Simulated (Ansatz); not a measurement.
`CC(F)(Cl)Cl` → 2 C• + 2 Cl• + F• + 3 H•  (atomization)

Program: Ansatz. Geometries: PBE0-D4/def2-TZVP. ΔE: electronic, gas phase. CCSD(T)/CBS adds triple-zeta CCSD(T) − MP2 to the extrapolated MP2 energy (def2 sets, frozen cores). This one scheme is used for every species, atoms too. Functionals use def2-TZVPP. HSE06 is defined as in plane-wave codes. Open shells (•) are unrestricted, without spin–orbit coupling. Spin–orbit coupling would lower the free atoms: a little for C, Cl, F.

`CC(F)(Cl)Cl`:

Cartesian coordinates in Å:
```
C 0.819 0.161 -0.022
C -0.640 -0.195 -0.012
F -0.818 -1.435 -0.511
Cl -1.290 -0.184 1.641
Cl -1.579 0.928 -1.019
H 1.184 0.124 -1.048
H 1.362 -0.560 0.589
H 0.962 1.162 0.381
```

Task: What is ΔE at CCSD(T)/CBS? (Best estimate.)

Result: The calculation gave: +679.5 kcal/mol.

Task: What do these levels give: LDA (SPW92), r2SCAN-D4, PBE0-D4, B2PLYP, PBE, revPBE, r2SCAN0, HSE06, BHLYP, CAM-B3LYP, MP2/def2-TZVPP, CCSD/CBS(def2)? (Estimate.)

Result: Ansatz gave: LDA (SPW92) 804.4, r2SCAN-D4 685.5, PBE0-D4 687.1, B2PLYP 669.1, PBE 700.6, revPBE 669.6, r2SCAN0 669.5, HSE06 684.3, BHLYP 643.2, CAM-B3LYP 674.9, MP2/def2-TZVPP 681.2, CCSD/CBS(def2) 665.4 kcal/mol.

Largest T1 diagnostic among the species: 0.010.

From r2SCAN to r2SCAN0 (25 % exact exchange), in def2-TZVPP and without D4, ΔE moves by −15.0 kcal/mol: exact exchange takes away binding that semilocal exchange gives to molecules. At CCSD(T), def2-SVP lies −37.6 kcal/mol from the extrapolated value and def2-TZVPP −19.8 kcal/mol: correlation converges slowly with the basis, and small sets miss more of it in the bonded molecule than in its fragments. In def2-TZVPP, CCSD(T) changes the Hartree–Fock value by +181.6 kcal/mol (the triples alone add +14.1 kcal/mol) and MP2 by +203.1 kcal/mol; breaking electron pairs costs correlation energy, which Hartree–Fock lacks.

For atomizations the MP2-based limit and the directly extrapolated one differ by several kJ/mol either way, and by 10 to 25 for some Ge, Se and Sn compounds, so smaller differences from it don't rank the levels.
